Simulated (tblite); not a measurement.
# Si2H6O (disiloxane) at GFN1-xTB

Wanted: the response to a field of Si2H6O (disiloxane). 

Program for the calculation: tblite 0.8.0.

13 further runs of the same task are left out: 13 set aside as unsound or not needed.

### Step 1. Starting point

Si2H6O: 9 atoms, total charge 0, spin state singlet. SMILES: `[SiH3]O[SiH3]`. The shape is that of a PBE0-D4/def2-TZVP optimisation.

Bond lengths: Si1–O2 1.634 Å, O2–Si3 1.634 Å, Si1–H4 1.487 Å, Si1–H5 1.483 Å, Si1–H6 1.487 Å, Si3–H7 1.483 Å, Si3–H8 1.486 Å, Si3–H9 1.487 Å. Some angles: Si1–O2–Si3 147.2°, O2–Si1–H4 110.2°, O2–Si1–H5 108.3°, O2–Si1–H6 110.2°, O2–Si3–H7 108.3°, O2–Si3–H8 110.2°, O2–Si3–H9 110.2°, H4–Si1–H5 109.6°, H4–Si1–H6 109.0°, H5–Si1–H6 109.6°.

### Step 2. The polarisability at GFN1-xTB

Contents of input.xyz:

```xyz
9

Si    -0.710290     1.052660    -0.919520
O      0.425550     0.090990    -0.245380
Si     0.775570    -1.038810     0.881750
H     -1.787270     0.226580    -1.525660
H     -0.060640     1.872420    -1.970220
H     -1.306170     1.942760     0.111330
H      2.224270    -1.343130     0.800010
H     -0.009310    -2.275600     0.628780
H      0.448290    -0.527870     2.238910
```

Contents of script.py:

```python
import json
import numpy as np
from tblite.interface import Calculator
from tblite.library import ffi
from tblite.interface import symbols_to_numbers

symbols = list(map(str, np.loadtxt("input.xyz", skiprows=2, usecols=0, dtype=str, ndmin=1)))
numbers = np.array(symbols_to_numbers(symbols))
positions = np.loadtxt("input.xyz", skiprows=2, usecols=(1, 2, 3), ndmin=2) / 0.5291772

def dipole(field):
    calculator = Calculator("GFN1-xTB", numbers, positions, charge=0, uhf=0)
    calculator.set("verbosity", 0)
    calculator.set("accuracy", 0.01)
    calculator.add("electric-field", ffi.new("double[3]", list(field)))
    return calculator.singlepoint()

F = 0.001  # field step, atomic units
sp = dipole([0.0, 0.0, 0.0])
alpha = np.array([(dipole(F * v).get('dipole') - dipole(-F * v).get('dipole')) / (2 * F) for v in np.eye(3)])
print(f"E = {sp.get('energy'):.8f} Eh")
print("polarizability tensor (bohr^3)")
for row in alpha:
    print("".join(f"{v:12.4f}" for v in row))
w = np.linalg.eigvalsh((alpha + alpha.T) / 2)
print("principal values", np.round(w, 3), " isotropic %.3f" % w.mean())
out = {k: np.asarray(sp.get(k)).tolist() for k in ("energy", "gradient", "charges", "dipole", "orbital-energies", "orbital-occupations")}
out.update(symbols=symbols, positions=(positions * 0.529177210903).tolist(), alpha=alpha.tolist())
json.dump(out, open("results.json", "w"))
```

Run with:

```console
$ python script.py
```

What values should one expect? Wanted: total energy; dipole moment; HOMO energy; LUMO energy; HOMO–LUMO gap; largest force on an atom; mean static polarisability.

Computed results:

Level: GFN1-xTB.

```
                  quantity         value
              total energy  -11.81417 Eh
             dipole moment        0.35 D
               HOMO energy     -12.27 eV
               LUMO energy      -5.24 eV
             HOMO–LUMO gap       7.04 eV
  largest force on an atom    1.434 eV/Å
mean static polarisability    47.9 bohr³
```

What this shows: Mulliken charges run from -0.36 on O2 to +0.39 on Si1. The largest force is 1.43 eV/Å: the shape isn't a stationary point for this species at this level.
